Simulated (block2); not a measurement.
**DMRG/STO-6G run of [OF2]+ (SMILES F[O+]F)**

Aim: the vertical doublet–quartet gap of [OF2]+ at DMRG/STO-6G, from 2 runs. Input form: a Python script.

Program for the calculation: block2 0.5.4.

5 further runs of the same task are left out: 5 set aside as unsound or not needed. Runs told in other sessions of the task aren't counted.

### 1 The molecule

[OF2]+ has 3 atoms, charge +1, and is taken as a doublet. SMILES: `F[O+]F`. The shape is that of a GFN2-xTB optimisation.

Bond lengths: F1–O2 1.287 Å, O2–F3 1.287 Å. Angles: F1–O2–F3 110.7°.

### 2 A single-point energy at DMRG/STO-6G

dmrg.py reads:

```python
import numpy as np
from pyscf import cc, dft, gto, mcscf, mp, scf
from pyblock2._pyscf.ao2mo import integrals as itg
from pyblock2.driver.core import DMRGDriver, SymmetryTypes

mol = gto.M(atom="""
F
O 1 1.287181
F 2 1.287128 1 110.70526
""", basis="sto-6g", charge=1, spin=1, verbose=3, max_memory=2000)
print("nao                            = %d" % (mol.nao))
mf = scf.ROHF(mol)
mf.conv_tol = 1e-10
mf.max_cycle = 200
mf.kernel()
if not mf.converged:
    mf = mf.newton().run(mf.mo_coeff, mf.mo_occ)
print("E(SCF)                         = %.10f" % (mf.e_tot))
# MP2, CCSD and CCSD(T) with the same frozen core
ref = scf.UHF(mol).run(mf.make_rdm1(), conv_tol=1e-10)
pt = mp.MP2(ref, frozen=3).run()
mycc = cc.CCSD(ref, frozen=3)
mycc.max_cycle = 150
mycc.kernel()
print("MP2 total energy               = %.10f" % (pt.e_tot))
if mycc.converged:
    print("E(CCSD)                        = %.10f" % (mycc.e_tot))
    print(f"CCSD(T) total energy           = {mycc.e_tot + mycc.ccsd_t():.10f}")
# a few density functionals on the same geometry and basis
ks = dft.UKS(mol, xc="r2scan").set(conv_tol=1e-9, verbose=3).run(mf.make_rdm1())
if ks.converged:
    print("E(r2SCAN)                      = %.8f" % (ks.e_tot))
ks = dft.UKS(mol, xc="wb97x").set(conv_tol=1e-9, verbose=3).run(mf.make_rdm1())
if ks.converged:
    print("E(wB97X)                       = %.8f" % (ks.e_tot))
ks = dft.UKS(mol, xc="camb3lyp").set(conv_tol=1e-9, verbose=3).run(mf.make_rdm1())
if ks.converged:
    print(f"E(CAM-B3LYP)                   = {ks.e_tot:.8f}")
ks = dft.UKS(mol, xc="lda,vwn5").set(conv_tol=1e-9, verbose=3).run(mf.make_rdm1())
if ks.converged:
    print(f"E(SVWN5)                       = {ks.e_tot:.8f}")
ks = dft.UKS(mol, xc="m06l").set(conv_tol=1e-9, verbose=3).run(mf.make_rdm1())
if ks.converged:
    print("E(M06-L)                       = %.8f" % (ks.e_tot))
ncas, n_elec, spin, ecore, h1e, g2e, orb_sym = itg.get_rhf_integrals(mf, ncore=3, ncas=12, pg_symm=False, g2e_symm=1)
drv = DMRGDriver(scratch="./tmp", symm_type=SymmetryTypes.SU2, stack_mem=1500 << 20, n_threads=1)
# order the orbitals along the chain
idx = drv.orbital_reordering(h1e, g2e, method="fiedler")
print("orbital order:", idx.tolist())
h1e = h1e[np.ix_(idx, idx)]
g2e = g2e[np.ix_(idx, idx, idx, idx)]
orb_sym = np.array(orb_sym)[idx]
drv.initialize_system(n_sites=ncas, n_elec=n_elec, spin=spin, orb_sym=orb_sym)
mpo = drv.get_qc_mpo(h1e=h1e, g2e=g2e, ecore=ecore, iprint=1)
occs = np.array([1.7] * 9 + [1.0] * 1 + [0.3] * 2)[idx]
mps = drv.get_random_mps(tag="GS", bond_dim=75, nroots=1, occs=occs)
bond_dims = [75] * 3 + [100] * 4
noises = [0.0001] * 3 + [1e-05] * 4 + [0]
thrds = [1e-07] * 7
e = drv.dmrg(mpo, mps, n_sweeps=13, tol=1e-06, bond_dims=bond_dims, noises=noises, thrds=thrds, iprint=1)
ms, dws, es = drv.get_dmrg_results()
print("max discarded weight           = %.3e" % (dws[-1]))
print("total energy                   = %.10f" % (e))
csf, coef = drv.get_csf_coefficients(mps, cutoff=0.08, iprint=1)
print(f"c0^2                           = {np.max(np.abs(coef)) ** 2:.4f}")
# FCI check
ci = mcscf.CASCI(mf, 12, (10, 9))
ci.fix_spin_(ss=0.75)
ci.fcisolver.conv_tol = 1e-10
ci.fcisolver.max_cycle = 200
ci.kernel()
print("FCI energy                     = %.10f" % (ci.e_tot))
```

Command:

```console
$ python dmrg.py
```

What it wrote:

```text
nao                            = 15
converged SCF energy = -271.975446132321
E(SCF)                         = -271.9754461323
converged SCF energy = -271.978084091693  <S^2> = 0.77323777  2S+1 = 2.0231043
E(UMP2) = -272.079905562923  E_corr = -0.101821471230552
E(SCS-UMP2) = -272.083480714099  E_corr = -0.105396622406018
E(UCCSD) = -272.127813063739  E_corr = -0.1497289720461057
MP2 total energy               = -272.0799055629
E(CCSD)                        = -272.1278130637
UCCSD(T) correction = -0.00415256630170059
CCSD(T) total energy           = -272.1319656300
converged SCF energy = -272.98903744492  <S^2> = 0.75039988  2S+1 = 2.0003998
E(r2SCAN)                      = -272.98903744
converged SCF energy = -273.011999147534  <S^2> = 0.75051504  2S+1 = 2.000515
E(wB97X)                       = -273.01199915
converged SCF energy = -272.9378088088  <S^2> = 0.75045397  2S+1 = 2.0004539
E(CAM-B3LYP)                   = -272.93780881
converged SCF energy = -271.219953503705  <S^2> = 0.75014717  2S+1 = 2.0001472
E(SVWN5)                       = -271.21995350
converged SCF energy = -273.114877286399  <S^2> = 0.75048889  2S+1 = 2.0004888
E(M06-L)                       = -273.11487729
orbital order: [9, 5, 6, 0, 1, 2, 3, 10, 11, 8, 4, 7]
integral symmetrize error =  0.0
integral cutoff error =  0.0
mpo terms =      12208

Build MPO | Nsites =    12 | Nterms =      12208 | Algorithm = FastBIP | Cutoff = 1.00e-20
 Site =     0 /    12 .. Mmpo =    14 DW = 0.00e+00 NNZ =       14 SPT = 0.0000 Tmvc = 0.001 T = 0.001
 Site =     1 /    12 .. Mmpo =    46 DW = 0.00e+00 NNZ =      188 SPT = 0.7081 Tmvc = 0.001 T = 0.002
 Site =     2 /    12 .. Mmpo =    68 DW = 0.00e+00 NNZ =      393 SPT = 0.8744 Tmvc = 0.001 T = 0.002
 Site =     3 /    12 .. Mmpo =    98 DW = 0.00e+00 NNZ =      724 SPT = 0.8914 Tmvc = 0.001 T = 0.003
 Site =     4 /    12 .. Mmpo =   136 DW = 0.00e+00 NNZ =     1047 SPT = 0.9214 Tmvc = 0.001 T = 0.003
 Site =     5 /    12 .. Mmpo =   182 DW = 0.00e+00 NNZ =     1361 SPT = 0.9450 Tmvc = 0.001 T = 0.003
 Site =     6 /    12 .. Mmpo =   136 DW = 0.00e+00 NNZ =     5396 SPT = 0.7820 Tmvc = 0.001 T = 0.005
 Site =     7 /    12 .. Mmpo =    98 DW = 0.00e+00 NNZ =     1026 SPT = 0.9230 Tmvc = 0.000 T = 0.002
 Site =     8 /    12 .. Mmpo =    68 DW = 0.00e+00 NNZ =      709 SPT = 0.8936 Tmvc = 0.000 T = 0.001
 Site =     9 /    12 .. Mmpo =    46 DW = 0.00e+00 NNZ =      415 SPT = 0.8673 Tmvc = 0.000 T = 0.001
 Site =    10 /    12 .. Mmpo =    14 DW = 0.00e+00 NNZ =      206 SPT = 0.6801 Tmvc = 0.000 T = 0.000
 Site =    11 /    12 .. Mmpo =     1 DW = 0.00e+00 NNZ =       14 SPT = 0.0000 Tmvc = 0.000 T = 0.000
Ttotal =      0.023 Tmvc-total = 0.006 MPO bond dimension =   182 MaxDW = 0.00e+00
NNZ =        11493 SIZE =        97060 SPT = 0.8816

Rank =     0 Ttotal =      0.024 MPO method = FastBipartite bond dimension =     182 NNZ =        11493 SIZE =        97060 SPT = 0.8816

Sweep =    0 | Direction =  forward | Bond dimension =   75 | Noise =  1.00e-04 | Dav threshold =  1.00e-07
Time elapsed =      0.408 | E =    -272.1254661166 | DW = 3.39973e-07

Sweep =    1 | Direction = backward | Bond dimension =   75 | Noise =  1.00e-04 | Dav threshold =  1.00e-07
Time elapsed =      0.827 | E =    -272.1350560011 | DE = -9.59e-03 | DW = 4.55553e-07

Sweep =    2 | Direction =  forward | Bond dimension =   75 | Noise =  1.00e-04 | Dav threshold =  1.00e-07
Time elapsed =      1.232 | E =    -272.1351634587 | DE = -1.07e-04 | DW = 7.04084e-07

Sweep =    3 | Direction = backward | Bond dimension =  100 | Noise =  1.00e-05 | Dav threshold =  1.00e-07
Time elapsed =      1.677 | E =    -272.1351649490 | DE = -1.49e-06 | DW = 4.58999e-09

Sweep =    4 | Direction =  forward | Bond dimension =  100 | Noise =  1.00e-05 | Dav threshold =  1.00e-07
Time elapsed =      2.156 | E =    -272.1351649490 | DE = -2.98e-13 | DW = 8.86084e-09

Sweep =    5 | Direction = backward | Bond dimension =  100 | Noise =  1.00e-05 | Dav threshold =  1.00e-07
Time elapsed =      2.629 | E =    -272.1351649478 | DE = 1.25e-09 | DW = 4.52745e-09

Sweep =    6 | Direction =  forward | Bond dimension =  100 | Noise =  1.00e-05 | Dav threshold =  1.00e-07
Time elapsed =      3.106 | E =    -272.1351649478 | DE = -1.28e-13 | DW = 8.78069e-09

Sweep =    7 | Direction = backward | Bond dimension =  100 | Noise =  0.00e+00 | Dav threshold =  1.00e-07
Time elapsed =      3.536 | E =    -272.1351649453 | DE = 2.50e-09 | DW = 1.15092e-19

max discarded weight           = 1.151e-19
total energy                   = -272.1351649453
DTRIE T =      0.001
Number of CSF =          9 (cutoff =      0.08)
Sum of weights of included CSF =    0.932573428966062

CSF          0 -22222200222  =    0.908872048363636
CSF          1 2-2222200222  =   -0.208063003638698
CSF          2 2-22222+0-22  =    0.103702421221550
CSF          3 22-22220+-22  =    0.101703641797941
CSF          4 2-2222+0-222  =    0.100955198693751
CSF          5 22-2222+022-  =   -0.098124495406543
CSF          6 -222222+0-22  =   -0.096084215845653
CSF          7 2-22222+02-2  =   -0.081700806035542
CSF          8 22-222+-0222  =    0.080058886330021
c0^2                           = 0.8260
CASCI E = -272.135164965247  E(CI) = -108.954968215544  S^2 = 0.7500000
FCI energy                     = -272.1351649652
```

It took 10 s on 1 thread of Intel Xeon 6975P-C (Granite Rapids), shared host; peak memory 0.32 GiB.

### 3 The quartet: the energy at DMRG/STO-6G

job.py reads:

```python
import numpy as np
from pyscf import cc, dft, gto, mcscf, mp, scf
from pyblock2._pyscf.ao2mo import integrals as itg
from pyblock2.driver.core import DMRGDriver, SymmetryTypes

mol = gto.M(atom="""
F      0.928320    -0.299370     0.478940
O      0.000600     0.484920     0.053430
F     -0.928920    -0.185540    -0.532380
""", basis="sto-6g", charge=1, spin=3, verbose=3, max_memory=2000)
print("basis functions                = %d" % (mol.nao))
mf = scf.ROHF(mol)
mf.conv_tol = 1e-10
mf.max_cycle = 200
mf.kernel()
if not mf.converged:
    mf = mf.newton().run(mf.mo_coeff, mf.mo_occ)
print(f"E(SCF)                         = {mf.e_tot:.10f}")
# single-reference ladder for comparison
ref = scf.UHF(mol).run(mf.make_rdm1(), conv_tol=1e-10)
pt = mp.MP2(ref, frozen=3).run()
mycc = cc.CCSD(ref, frozen=3)
mycc.max_cycle = 150
mycc.kernel()
print(f"E(MP2)                         = {pt.e_tot:.10f}")
if mycc.converged:
    print("E(CCSD)                        = %.10f" % (mycc.e_tot))
    print("E(CCSD(T))                     = %.10f" % (mycc.e_tot + mycc.ccsd_t()))
# a few density functionals on the same geometry and basis
ks = dft.UKS(mol, xc="r2scan").set(conv_tol=1e-9, verbose=3).run(mf.make_rdm1())
if ks.converged:
    print(f"E(r2SCAN)                      = {ks.e_tot:.8f}")
ks = dft.UKS(mol, xc="wb97x").set(conv_tol=1e-9, verbose=3).run(mf.make_rdm1())
if ks.converged:
    print(f"E(wB97X)                       = {ks.e_tot:.8f}")
ks = dft.UKS(mol, xc="camb3lyp").set(conv_tol=1e-9, verbose=3).run(mf.make_rdm1())
if ks.converged:
    print(f"E(CAM-B3LYP)                   = {ks.e_tot:.8f}")
ks = dft.UKS(mol, xc="lda,vwn5").set(conv_tol=1e-9, verbose=3).run(mf.make_rdm1())
if ks.converged:
    print("E(SVWN5)                       = %.8f" % (ks.e_tot))
ks = dft.UKS(mol, xc="m06l").set(conv_tol=1e-9, verbose=3).run(mf.make_rdm1())
if ks.converged:
    print(f"E(M06-L)                       = {ks.e_tot:.8f}")
ncas, n_elec, spin, ecore, h1e, g2e, orb_sym = itg.get_rhf_integrals(mf, ncore=3, ncas=12, pg_symm=False, g2e_symm=8)
dmrg = DMRGDriver(scratch="./tmp", symm_type=SymmetryTypes.SU2, stack_mem=1500 << 20, n_threads=1)
dmrg.initialize_system(n_sites=ncas, n_elec=n_elec, spin=spin, orb_sym=orb_sym)
mpo = dmrg.get_qc_mpo(h1e=h1e, g2e=g2e, ecore=ecore, iprint=1)
occs = np.array([1.7] * 8 + [1.0] * 3 + [0.3] * 1)
psi = dmrg.get_random_mps(tag="GS", bond_dim=50, nroots=1, occs=occs)
bond_dims = [50] * 3 + [100] * 4
noises = [0.0001] * 3 + [1e-05] * 4 + [0]
thrds = [1e-09] * 7
e = dmrg.dmrg(mpo, psi, n_sweeps=13, tol=1e-07, bond_dims=bond_dims, noises=noises, thrds=thrds, iprint=1)
ms, dws, es = dmrg.get_dmrg_results()
print("discarded weight               = %.3e" % (dws[-1]))
print("final energy                   = %.10f" % (e))
dm1 = dmrg.get_1pdm(psi)
print("natural occupations            =", np.round(np.linalg.eigvalsh(dm1)[::-1], 5).tolist())
c_act = mf.mo_coeff[:, 3:15]
dm_ao = c_act @ dm1 @ c_act.T + 2 * mf.mo_coeff[:, :3] @ mf.mo_coeff[:, :3].T
print("dipole / D                     =", np.round(scf.hf.dip_moment(mol, dm_ao, verbose=0), 4).tolist())
print(f"max block entropy              = {max(dmrg.get_bipartite_entanglement(psi)):.4f}")
csf, coef = dmrg.get_csf_coefficients(psi, cutoff=0.1, iprint=1)
print(f"leading coefficient squared    = {np.max(np.abs(coef)) ** 2:.4f}")
# FCI check
ci = mcscf.CASCI(mf, 12, (11, 8))
ci.fix_spin_(ss=3.75)
ci.fcisolver.conv_tol = 1e-10
ci.fcisolver.max_cycle = 200
ci.kernel()
print("FCI energy                     = %.10f" % (ci.e_tot))
```

Command:

```console
$ python job.py
```

What it wrote:

```text
basis functions                = 15
converged SCF energy = -271.680759560581
E(SCF)                         = -271.6807595606
converged SCF energy = -271.705058785896  <S^2> = 3.8592481  2S+1 = 4.0542561
E(UMP2) = -271.805129435701  E_corr = -0.100070649804592
E(SCS-UMP2) = -271.790225715615  E_corr = -0.0851669297188527
E(UCCSD) = -271.8560522226132  E_corr = -0.1509934367171625
E(MP2)                         = -271.8051294357
E(CCSD)                        = -271.8560522226
UCCSD(T) correction = -0.015380188770346
E(CCSD(T))                     = -271.8714324114

WARN: HOMO -0.41827325401511 >= LUMO -0.605674367225173

WARN: HOMO -0.35140145235075 >= LUMO -0.624033617857572

WARN: HOMO -0.402398715581144 >= LUMO -0.617772650753651

WARN: HOMO -0.403881305690588 >= LUMO -0.616013951227939

WARN: HOMO -0.404482316492929 >= LUMO -0.620406674818915

WARN: HOMO -0.403755712425613 >= LUMO -0.621174212732924

WARN: HOMO -0.403822799897276 >= LUMO -0.621054991857198

WARN: HOMO -0.403823559540187 >= LUMO -0.621033035247349

WARN: HOMO -0.403819837744402 >= LUMO -0.621031632396164

WARN: HOMO -0.40381894546368 >= LUMO -0.621033494795297

WARN: HOMO -0.403819232799769 >= LUMO -0.621032176225306

WARN: HOMO -0.403819302954479 >= LUMO -0.621032111451787

WARN: HOMO -0.403819217656032 >= LUMO -0.621032190613106

converged SCF energy = -272.74210045606  <S^2> = 3.7552021  2S+1 = 4.0026002
E(r2SCAN)                      = -272.74210046
converged SCF energy = -272.751257448308  <S^2> = 3.760702  2S+1 = 4.0053474
E(wB97X)                       = -272.75125745

WARN: HOMO -0.500894769130717 >= LUMO -0.533078577028366

WARN: HOMO -0.515242395703257 >= LUMO -0.525355095833481

WARN: HOMO -0.514794225720726 >= LUMO -0.526165180061163

WARN: HOMO -0.514752263742126 >= LUMO -0.526198697811202

WARN: HOMO -0.514723741387416 >= LUMO -0.526215087249307

WARN: HOMO -0.51475004219908 >= LUMO -0.52617609819053

[... 2 lines left out ...]
WARN: HOMO -0.514740811237175 >= LUMO -0.526176777064084
[... 5 lines left out ...]
WARN: HOMO -0.514741297334292 >= LUMO -0.526177367726039
[... 5 lines left out ...]
WARN: HOMO -0.514741809546978 >= LUMO -0.526177563319889
[... 6 lines left out ...]
WARN: HOMO -0.384616103261252 >= LUMO -0.593834805699387
[... 5 lines left out ...]
WARN: HOMO -0.372620611285926 >= LUMO -0.59590441484137
[... 5 lines left out ...]
WARN: HOMO -0.365686419177937 >= LUMO -0.624355888347297
[... 5 lines left out ...]
WARN: HOMO -0.365733700658004 >= LUMO -0.623952418563476
[... 5 lines left out ...]
WARN: HOMO -0.36574026500372 >= LUMO -0.623949889829893
[... 5 lines left out ...]
converged SCF energy = -270.969315609235  <S^2> = 3.7506197  2S+1 = 4.0003098
[... 6 lines left out ...]
WARN: HOMO -0.398721904626587 >= LUMO -0.626447188161791
[... 5 lines left out ...]
WARN: HOMO -0.400024679330976 >= LUMO -0.632413770335901
[... 5 lines left out ...]
WARN: HOMO -0.400190389501499 >= LUMO -0.632306411149033
[... 5 lines left out ...]
WARN: HOMO -0.400189841589962 >= LUMO -0.632309483732675
[... 3 lines left out ...]
integral symmetrize error =  0.0
integral cutoff error =  0.0
[... 18 lines left out ...]
Rank =     0 Ttotal =      0.024 MPO method = FastBipartite bond dimension =     182 NNZ =        11324 SIZE =        96932 SPT = 0.8832

Sweep =    0 | Direction =  forward | Bond dimension =   50 | Noise =  1.00e-04 | Dav threshold =  1.00e-09
Time elapsed =      0.293 | E =    -271.8698005429 | DW = 1.91323e-06

Sweep =    1 | Direction = backward | Bond dimension =   50 | Noise =  1.00e-04 | Dav threshold =  1.00e-09
Time elapsed =      0.573 | E =    -271.8792338972 | DE = -9.43e-03 | DW = 2.28083e-05

Sweep =    2 | Direction =  forward | Bond dimension =   50 | Noise =  1.00e-04 | Dav threshold =  1.00e-09
Time elapsed =      0.864 | E =    -271.8797423642 | DE = -5.08e-04 | DW = 2.27630e-05

Sweep =    3 | Direction = backward | Bond dimension =  100 | Noise =  1.00e-05 | Dav threshold =  1.00e-09
Time elapsed =      1.285 | E =    -271.8804280277 | DE = -6.86e-04 | DW = 8.72518e-08

Sweep =    4 | Direction =  forward | Bond dimension =  100 | Noise =  1.00e-05 | Dav threshold =  1.00e-09
Time elapsed =      1.823 | E =    -271.8804466451 | DE = -1.86e-05 | DW = 3.27525e-08

Sweep =    5 | Direction = backward | Bond dimension =  100 | Noise =  1.00e-05 | Dav threshold =  1.00e-09
Time elapsed =      2.300 | E =    -271.8804472360 | DE = -5.91e-07 | DW = 1.12858e-07

Sweep =    6 | Direction =  forward | Bond dimension =  100 | Noise =  1.00e-05 | Dav threshold =  1.00e-09
Time elapsed =      2.808 | E =    -271.8804472856 | DE = -4.95e-08 | DW = 3.27533e-08

Sweep =    7 | Direction = backward | Bond dimension =  100 | Noise =  0.00e+00 | Dav threshold =  1.00e-08
Time elapsed =      3.214 | E =    -271.8804472925 | DE = -6.88e-09 | DW = 5.54852e-20

discarded weight               = 5.549e-20
final energy                   = -271.8804472925
natural occupations            = [1.99908, 1.99853, 1.99063, 1.97148, 1.97102, 1.95632, 1.94709, 1.81866, 1.18393, 1.07986, 0.88827, 0.19512]
dipole / D                     = [0.0025, -0.1127, -0.011]
max block entropy              = 1.1851
DTRIE T =      0.001
Number of CSF =          5 (cutoff =       0.1)
Sum of weights of included CSF =    0.904268803729073

CSF          0 22222222---0  =   -0.852379324652368
CSF          1 2222222-2-0-  =   -0.333319657464359
CSF          2 222222--22-0  =   -0.163852943748544
CSF          3 22222-22-2-0  =   -0.145356460419972
CSF          4 2222-2222--0  =   -0.136528417632381
leading coefficient squared    = 0.7266
CASCI E = -271.880447294328  E(CI) = -108.700773759766  S^2 = 3.7500000
FCI energy                     = -271.8804472943
```

Wall time 12 s (1 thread of Intel Xeon 6975P-C (Granite Rapids), shared host); peak memory 0.32 GiB.

### 4 Outcome

At DMRG/STO-6G, 3 core orbitals frozen:

```
                                        quantity          value
                run 1, DMRG/STO-6G: total energy  -272.13516 Eh
                           quartet: total energy  -271.88045 Eh
vertical energy of the quartet above the doublet       6.931 eV
```

**Reading.** At this shape the quartet lies 6.93 eV (160 kcal/mol) above the doublet. In a minimal basis such a difference can be off by several eV, whatever the method.
